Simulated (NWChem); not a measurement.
System: C$_{4}$H$_{9}$, doublet; SMILES C[C](C)C

```xyz
13

C      1.1118     0.9795     0.0139
C      0.0000     0.0000    -0.1438
C     -1.4042     0.4730     0.0139
C      0.2924    -1.4526     0.0139
H      1.3398     1.1808     1.0831
H      0.8678     1.9541    -0.4396
H      2.0480     0.6145    -0.4391
H     -1.6925     0.5699     1.0831
H     -2.1262    -0.2256    -0.4396
H     -1.5562     1.4663    -0.4391
H      0.3527    -1.7507     1.0831
H     -0.4918    -2.0809    -0.4391
H      1.2584    -1.7285    -0.4396
```
Atoms are numbered in this order, from 1.

All runs: NWChem. Pople sets run with spherical d functions. Spin-unrestricted. Coordinates come from a PBE0/def2-SVP, spin-unrestricted optimisation. No frequency run checked for a minimum. No stability test was run on the SCF state.

### Question
Taking TPSS/6-311++G** as the yardstick, which of these has the fewest basis functions while keeping “highest occupied level (eV)” within 0.2 eV of it: TPSS/STO-3G; TPSS/6-31G*; TPSS/6-311G**; TPSS/3-21G; TPSS/6-31+G*?

### Answer
TPSS/6-31+G*.
```csv
level,basis functions,highest occupied level (eV),relative time (rough)
TPSS/STO-3G,29,-1.95,1
TPSS/3-21G,54,-3.60,1
TPSS/6-31G*,74,-3.65,2
TPSS/6-31+G*,90,-3.86,3
TPSS/6-311G**,126,-3.85,4
TPSS/6-311++G**,151,-3.91,8
```

The yardstick is one finite set, not the basis-set limit.
